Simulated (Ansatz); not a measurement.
# CHB (triplet): B3LYP, r2SCANh, wB97M-V over a scan of the scale of all distances, 6-31G

Aim: run CHB (triplet) with these functionals over a scan of the scale of all distances, and hold them against the top wave-function level at the same points.

Computed with Ansatz 0.2.0, Gaussian basis. Level: 6-31G, all electrons in the functionals.

To be run: B3LYP, r2SCANh, wB97M-V, at 0.890; 1.000; 1.136; 1.319; 1.515; 1.766; 1.973; 2.373.

14 further runs of the same task are left out: 13 that didn't finish, 1 set aside as unsound or not needed.

### 1 What is computed

The geometry derives from a PBE0/def2-TZVP stationary point (not a proven minimum). All distances are scaled together.

3 atoms, charge 0, spin multiplicity 3.

Atoms are counted from 1 here; the program's logs count them from 0.

Bond lengths: B1–C2 1.449 Å, B1–H3 1.179 Å. Angles: C2–B1–H3 180.0°.

No dispersion term is added; wB97M-V holds VV10 nonlocal correlation. B3LYP takes the VWN-RPA correlation.

The geometry shown and the zero of energy belong to the point 1.000. The yardstick, FCI, and other wave-function levels (R restricted, U unrestricted, valence and pair active spaces) come from earlier runs.

### 2 B3LYP, 0.890

in.yaml reads:

```yaml
crystal:
  periodic: [false, false, false]
  atoms:
    - {symbol: B, position_ang: [0.000000, 0.000000, 0.080161]}
    - {symbol: C, position_ang: [0.000000, 0.000000, -1.209376]}
    - {symbol: H, position_ang: [0.000000, 0.000000, 1.129215]}
basis:
  gaussian: {orbitals: 6-31G}
magnetization: {spin_polarized: true, initial_magnetization: 2}
hamiltonian: {xc: {name: B3LYP}}
```

The run is started by

```
$ ansatz run in.yaml --threads 1 --pin off --events-out ev --progress --plain --max-ram 2393MiB
```

After this run come: B3LYP, 1.000; B3LYP, 1.136; B3LYP, 1.319; B3LYP, 1.515; B3LYP, 1.766; B3LYP, 1.973; B3LYP, 2.373; r2SCANh, 0.890; r2SCANh, 1.000; r2SCANh, 1.136; r2SCANh, 1.319; r2SCANh, 1.515; r2SCANh, 1.766; r2SCANh, 1.973; r2SCANh, 2.373; wB97M-V, 0.890; wB97M-V, 1.000; wB97M-V, 1.136; wB97M-V, 1.319; wB97M-V, 1.515; wB97M-V, 1.766; wB97M-V, 1.973; wB97M-V, 2.373.

Before running them: what should the planned runs give, taken together? Wanted: span of the FCI curve; largest miss, B3LYP; largest miss, r2SCANh; largest miss, wB97M-V.

The runs gave:

```
             quantity                  value
span of the FCI curve           663.6 kJ/mol
  largest miss, B3LYP  +110.2 kJ/mol (2.373)
largest miss, r2SCANh  +111.2 kJ/mol (2.373)
largest miss, wB97M-V  +131.7 kJ/mol (2.373)
```

What this shows: Of the functionals, B3LYP keep the smallest largest miss at the points compared (at most 110.2 kJ/mol) and wB97M-V strays most (131.7 kJ/mol, at 2.373). B3LYP, r2SCANh, wB97M-V clearly break the spin symmetry at some points (⟨S²⟩ up to 0.80 above the pure value), so energy there is bought with a mixed spin. Functionals and the yardstick converge differently with the basis, so part of each miss in 6-31G is the basis.
